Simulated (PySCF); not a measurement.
## How far each method lies from RCCSDT for Al–CH$_{2}$, doublet

Geometry: that of the Al–CH2, quartet, kept fixed.

| atom | x (Å) | y (Å) | z (Å) |
| --- | --- | --- | --- |
| Al | 0.0000 | 0.0000 | 0.6950 |
| C | 0.0000 | 0.0000 | -1.2528 |
| H | 0.0000 | 0.9163 | -1.8387 |
| H | 0.0000 | -0.9163 | -1.8387 |

Basis 6-31G; PySCF 2.14.0. Only valence electrons are correlated (noble-gas cores frozen), which leaves 9 electrons in 20 orbitals. R marks a restricted (for open shells ROHF) determinant, U an unrestricted one.

Full CI isn't at hand for all of this; RCCSDT serves as the reference. It lacks quadruple excitations, which often exceed the step from CCSD(T) to CCSDT. The frozen core follows each run's orbitals, which can shift R against U totals by a few meV.

* UHF ⟨S²⟩: 0.760
* T1 diagnostic (ROHF- or RHF-based CCSD): 0.0184
* largest doubles amplitude (ROHF- or RHF-based CCSD): 0.106
* T1 diagnostic (UCCSD): 0.0154

```csv
level,E − E(RCCSDT) (meV),share of correlation (%),wall time
RHF,3529,0.00,–
UHF,3468,1.73,–
RMP2,812,76.99,–
UMP2,799,77.36,–
RCCSD,74,97.90,–
UCCSD,74,97.91,–
RCCSD(T),13,99.63,0.43 s
UCCSD(T),13,99.63,0.23 s
UCCSDT,0,100.01,7.9 s
```

The correlation energy at RCCSDT, counted from RHF, is -3.529 eV. That run took 8.4 s on 1 thread of Intel Xeon, shared host.

Times are those of the correlated step on a shared host, with one SCF added for the restricted CCSD run; they ran on 1 thread of Intel Xeon.
